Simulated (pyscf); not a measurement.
# Four-centre exchange: H₃C–AlH₂ + HO–SiH₃ -> CH₄ + HO–SiH₂–AlH₂

Gas phase, singlet surface, charge 0. Bonds broken: C1–Al2, Si9–H11. Bonds formed: C1–H11, Al2–Si9. PySCF, gas phase, ωB97X-D3(BJ)/def2-SVP geometries.

Transition state (Å):

```xyz
13

C     -0.0183    -0.1837    -1.6055
Al    -1.1028    -0.9399     0.0777
H      1.0553     0.0524    -1.5590
H     -0.5389     0.5732    -2.2104
H     -0.1020    -1.1495    -2.1372
H     -0.2319    -2.0460     0.8028
H     -2.6465    -0.9109    -0.2441
O     -0.8807     0.4861     2.9764
Si    -0.5839     1.1876     1.4746
H     -0.3038    -0.2449     3.2228
H     -0.2474     0.4180    -0.2452
H     -1.6175     2.2470     1.3116
H      0.7630     1.8484     1.4358
```

One imaginary mode, 1410i cm⁻¹; descent along it reached the two sides named, in the forms told below.

```csv
bond,change,reactant side (Å),saddle,product side
C1–Al2,breaks,1.960,2.140,2.8
Si9–H11,breaks,1.530,1.914,3.0
C1–H11,forms,2.9,1.505,1.106
Al2–Si9,forms,3.0,2.597,2.450
```

Electronic energies relative to the separated reactants (eV):

| level | barrier | reaction energy | reverse barrier |
|---|---|---|---|
| ωB97X-D3(BJ)/def2-TZVP | 1.38 | -0.05 | 1.42 |
| PBE/def2-TZVP | 1.09 | -0.08 | 1.17 |
| r²SCAN/def2-TZVP | 1.19 | +0.02 | 1.17 |
| B3LYP-D3(BJ)/def2-TZVP | 1.41 | +0.02 | 1.39 |
| PBE0-D3(BJ)/def2-TZVP | 1.19 | -0.05 | 1.24 |
| M06-2X/def2-TZVP | 1.52 | +0.11 | 1.41 |
| ωB97M-D3(BJ)/def2-TZVP | 1.55 | +0.12 | 1.43 |
| HF/def2-TZVP | 2.50 | +0.12 | 2.38 |

With ωB97M-D3(BJ)/def2-TZVP energies and thermal terms (ideal gas, 1 atm, RRHO with modes under 100 cm⁻¹ raised to 100, one conformer, R ln 2 for chiral ones without a mode under 150 cm⁻¹), in eV:

| T (K) | ΔH‡ | ΔG‡ | ΔH | ΔG |
|---|---|---|---|---|
| 298 | 1.56 | 2.07 | +0.20 | +0.27 |
| 600 | 1.59 | 2.57 | +0.21 | +0.33 |
| 900 | 1.62 | 3.05 | +0.20 | +0.39 |
| 1200 | 1.65 | 3.53 | +0.19 | +0.46 |

On the reactant side the descent ends in an adduct with a Al–H contact, 0.50 eV under the separated species and 1.87 eV under the saddle at ωB97X-D3(BJ)/def2-TZVP. On the product side the descent ends in a complex (not fully relaxed), 0.19 eV under the separated species and 1.61 eV under the saddle at ωB97X-D3(BJ)/def2-TZVP. The same reactants have a lower exit, to H₃C–AlH–OH + SiH₄ (barrier -0.45 eV at ωB97M-D3(BJ)/def2-TZVP, against +1.55 eV here). One saddle was located; it need not be the lowest between these sides.
